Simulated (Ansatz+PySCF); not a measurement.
A calculation with PySCF 2.14.0.

```python
from pyscf import gto, scf

mol = gto.M(atom="""
C 0.000000 0.000000 -1.933860
O 0.000000 0.000000 1.450390
""", basis='cc-pvdz', charge=0, spin=0)
mf = scf.RHF(mol)
mf.init_guess = 'huckel'
mf.kernel()
while True:  # follow internal instabilities
    mo, _, stable, _ = mf.stability(return_status=True)
    if stable: break
    mf.kernel(mf.make_rdm1(mo, mf.mo_occ))
print(mf.converged, mf.e_tot, mf.spin_square()[0])
```

The script is written out from the run's settings.

Output:

| Item | Value |
| --- | --- |
| Converged | yes |
| Total energy | -112.26529 hartree |
| Spin squared of the determinant | 0.000 |

Caution: this determinant is likely not that of the ground state; an unrestricted determinant lies well below.
